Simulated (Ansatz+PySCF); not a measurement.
Values are calculated unless marked as measured or tabulated.
A run of PySCF 2.14.0 on triplet C₂H₄ at this shape:

| atom | x (Å) | y (Å) | z (Å) |
| --- | --- | --- | --- |
| C | 0.0000 | 0.0000 | -0.7234 |
| C | 0.0000 | 0.0000 | 0.7234 |
| H | 0.0000 | -0.9325 | -1.3026 |
| H | 0.0000 | 0.9325 | -1.3026 |
| H | -0.9325 | 0.0000 | 1.3026 |
| H | 0.9325 | 0.0000 | 1.3026 |

Its results:

- Converged: yes
- Total energy: -78.32592 hartree
- Spin squared of the determinant: 2.000
- Cycles: 7

Problem. Which input gives this output? Name the method, the orbitals and the basis set, and write the input.

Solution. PBE0 (restricted open-shell) in def2-SVP.

```python
from pyscf import gto, dft

mol = gto.M(atom="""
C 0.000000 0.000000 -0.723380
C 0.000000 0.000000 0.723380
H 0.000000 -0.932550 -1.302590
H 0.000000 0.932550 -1.302590
H -0.932550 0.000000 1.302590
H 0.932550 0.000000 1.302590
""", basis='def2-svp', charge=0, spin=2)
mf = dft.ROKS(mol, xc='pbe0')
mf.kernel()
print(mf.converged, mf.e_tot, mf.spin_square()[0])
```

Caution: another spin multiplicity may lie lower.
